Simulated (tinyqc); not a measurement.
Extended Hueckel theory, for N2+, step by step. The parameters take no account of the charge, which enters only through the electron count. One step of it, computed by the program tinyqc.

Question. Mulliken analysis. P = C n C^T; charge = valence electrons (N 5) minus the sum of (P S)_ii on the atom; overlap population = 2 sum P_ij S_ij between two atoms.

coefficients:
```
              MO1        MO2       MO3        MO4        MO5        MO6        MO7        MO8
1N 2s    0.585454   0.548543  0.000000   0.000000  -0.238802   0.000000   0.000000   0.933647
1N 2px   0.000000   0.000000  0.453692   0.456948   0.000000   0.435181   0.663505   0.000000
1N 2py   0.000000   0.000000  0.456948  -0.453692   0.000000   0.663505  -0.435181   0.000000
1N 2pz   0.064759  -0.434603  0.000000   0.000000   0.635383   0.000000   0.000000   0.967604
2N 2s    0.585454  -0.548543  0.000000   0.000000  -0.238802   0.000000   0.000000  -0.933647
2N 2px   0.000000   0.000000  0.453692   0.456948   0.000000  -0.435181  -0.663505   0.000000
2N 2py   0.000000   0.000000  0.456948  -0.453692   0.000000  -0.663505   0.435181   0.000000
2N 2pz  -0.064759  -0.434603  0.000000   0.000000  -0.635383   0.000000   0.000000   0.967604
```

occupations: 2.000000  2.000000  2.000000  2.000000  1.000000  0.000000  0.000000  0.000000

overlap S:
```
            1N 2s    1N 2px    1N 2py     1N 2pz     2N 2s    2N 2px    2N 2py     2N 2pz
1N 2s    1.000000  0.000000  0.000000   0.000000  0.358606  0.000000  0.000000  -0.379090
1N 2px   0.000000  1.000000  0.000000   0.000000  0.000000  0.205872  0.000000   0.000000
1N 2py   0.000000  0.000000  1.000000   0.000000  0.000000  0.000000  0.205872   0.000000
1N 2pz   0.000000  0.000000  0.000000   1.000000  0.379090  0.000000  0.000000  -0.331551
2N 2s    0.358606  0.000000  0.000000   0.379090  1.000000  0.000000  0.000000   0.000000
2N 2px   0.000000  0.205872  0.000000   0.000000  0.000000  1.000000  0.000000   0.000000
2N 2py   0.000000  0.000000  0.205872   0.000000  0.000000  0.000000  1.000000   0.000000
2N 2pz  -0.379090  0.000000  0.000000  -0.331551  0.000000  0.000000  0.000000   1.000000
```

Give: charges; Overlap populations.

Answer.

charges: 1N 0.5000, 2N 0.5000

Overlap populations:
```
pair     value
2-1   1.414508
```
